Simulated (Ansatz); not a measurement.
System: B20 (FeSi-type) FeSi. Method: PBEsol (plane waves, PAW; Ansatz, a program for electronic structure).

Settings: plane-wave cutoff 520 eV, 8×8×8 k mesh, Fermi–Dirac smearing 0.01 eV, no spin polarisation, scalar-relativistic PAW data made under PBE.

Computed at the level's own relaxed cell.

Task: What does this level give for the smallest direct gap on the k points sampled, band gap, equilibrium volume per atom and direct gap at Γ?

Result: 
* **smallest direct gap on the k points sampled**: 0.17 eV
* **band gap**: 0.13 eV (indirect)
* **equilibrium volume per atom**: 10.67 Å³/atom
* **direct gap at Γ**: 0.73 eV

Measured, for comparison: band gap 0.05 eV (temperature not stated, no zero-point or thermal correction, indirect, transport; lower end of the printed range; as tabulated in Tomczak (2018), arXiv:1802.07220); equilibrium volume per atom 11.26 Å³/atom (temperature not stated, no zero-point or thermal correction; as tabulated in Wikipedia's data pages). Computed (rounded) less measured: equilibrium volume per atom -5.2 %.

Note: the bulk modulus comes from volumes at which shape and atoms were relaxed.

The result took very roughly 9 core-minutes.
